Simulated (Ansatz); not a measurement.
The first iterations of a band of C2H4FNO (9 atoms, charge 0, multiplicity 1).

Computed with RKS PBE0/STO-3G in Ansatz.

```json
{
  "movable images": "7",
  "climbing image": "yes",
  "spring": "5.0 eV/Å²",
  "optimiser": "quadratic models (default)",
  "start path": "through a guess of the saddle point",
  "force threshold": "0.5 eV/Å",
  "iteration limit": "60",
  "end points": "relaxed"
}
```

Image 0:

```xyz
9
Properties=species:S:1:pos:R:3
O -0.124 0.212 1.956
C -0.573 0.132 0.587
N 0.564 0.511 -0.357
C 0.737 -0.340 -1.331
F 0.004 -1.466 -1.563
H 0.280 1.148 1.976
H -1.410 0.837 0.364
H -0.933 -0.906 0.425
H 1.546 -0.173 -2.073
```

Image 8:

```xyz
9
Properties=species:S:1:pos:R:3
O -0.859 0.561 1.789
C -0.626 -0.189 0.605
N 0.533 0.135 -0.046
C 0.855 0.116 -1.417
F -0.016 -0.612 -2.186
H 1.248 0.605 0.559
H -1.464 -0.525 -0.023
H -1.511 -0.036 2.293
H 1.929 -0.102 -1.591
```

| iteration | highest image above the first end (eV) | largest band force component (eV/Å) |
| --- | --- | --- |
| 1 | 6.814 | 7.965 |
| 2 | 4.857 | 4.701 |
| 3 | 4.183 | 2.439 |
| 4 | 4.042 | 2.645 |

Does the band converge within its limit, and where does its top end?

The run converged. It ended after 12 iterations with the highest image 3.442 eV above the first end. The threshold of 0.5 eV/Å is loose, so the images may lie well off the minimum-energy path. Neighbouring images differ by up to 3.1 eV, so the band resolves the path poorly. The order of the stationary point at the top wasn't checked. The orbitals stay closed-shell, which can raise the energy where a bond breaks towards radicals; this wasn't checked here. Limits of this set-up: minimal basis.

The run took 120 s on 1 thread of Intel(R) Xeon(R) 6975P-C (Granite Rapids), with other jobs on the host, peak memory 0.1 GiB.
